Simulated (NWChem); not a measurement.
# formic acid (CH2O2); SMILES O=CO

```xyz
5

O      0.1210    -1.1284     0.0000
C     -0.4005     0.1138     0.0000
O      0.2385     1.1352     0.0000
H      1.0931    -1.0242     0.0000
H     -1.4982     0.0469     0.0000
```
Atoms are numbered in this order, from 1.

The geometry was optimised at B3LYP/6-31G* (spherical d).

 Unshifted, non-relativistic core excitations; the lowest 4 roots alone, so stronger bands may lie above.

Q: List the first C K-edge excitations from BHandHLYP/def2-TZVP, restricted-window TDA (NWChem).

A: 
| state | energy (eV) | dipole oscillator strength | leading excitation (squared amplitude) |
|---|---|---|---|
| S1 | 284.9 | 0.0854 | 1s of atom 2 or its equivalents → LUMO (0.91) |
| S2 | 290.3 | 0.0261 | 1s of atom 2 or its equivalents → LUMO+2 (0.71) |
| S3 | 290.7 | 0.0149 | 1s of atom 2 or its equivalents → LUMO+1 (0.70) |
| S4 | 292.5 | 0.0027 | 1s of atom 2 or its equivalents → LUMO+3 (0.83) |
